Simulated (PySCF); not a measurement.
**Reproducing measurements on C4H4S**

**The experiment to reproduce.**

From NIST CCCBDB Release 22 (SRD 101), experimental dipoles, for the gas: dipole moment (dielectric constant against temperature) 0.55 D.

The results are set against them at the end.

C4H4S.
Atom-mapped SMILES: `[cH:1]1[cH:2][cH:3][s:4][cH:5]1` (hydrogens: H6 on C1; H7 on C2; H8 on C3; H9 on C5)

Cartesian coordinates in Å at the PBE0-D3(BJ)/def2-SVP level; atoms count from 1:
```
atom  x, y, z in Å
C1     0.855    0.484    0.186
C2    -0.529    0.819    0.220
C3    -1.331   -0.233   -0.136
S4    -0.408   -1.631   -0.511
C5     1.069   -0.815   -0.195
H6     1.660    1.175    0.438
H7    -0.916    1.800    0.501
H8    -2.418   -0.262   -0.197
H9     2.018   -1.337   -0.305
```

The PySCF runs (gas phase, on this PBE0-D3(BJ)/def2-SVP geometry; no spin–orbit coupling):

```tsv
level	job	basis functions	wall time
PBE0-D3(BJ)/def2-SVP, grid level 1	geometry optimisation from an MMFF94s start	94	25 s
PBE0/pcSseg-1	shieldings, ring-centre shieldings, charges and field gradients, density and orbital grids written	112	9.2 s
```

Hardware: Intel Xeon at 2.30 GHz, one thread, shared host.

## Comparison

**Dipole moment.** Measured: 0.55 D (NIST CCCBDB Release 22 (SRD 101), experimental dipoles).

| level | computed (D) | computed − measured (D) | % (from the printed values) |
| --- | --- | --- | --- |
| PBE0-D3(BJ)/def2-SVP | 0.46 | -0.09 | -16 |
| PBE0/pcSseg-1 | 0.49 | -0.06 | -11 |

Closest is PBE0/pcSseg-1 (-0.06 D), furthest PBE0-D3(BJ)/def2-SVP (-0.09 D); one molecule doesn't rank methods. The computed dipoles belong to one fixed geometry; measured ones are averaged over vibrations unless marked μe. Magnitudes are compared, not signs.

No measured geometry was used, and the causes of the misses weren't examined.
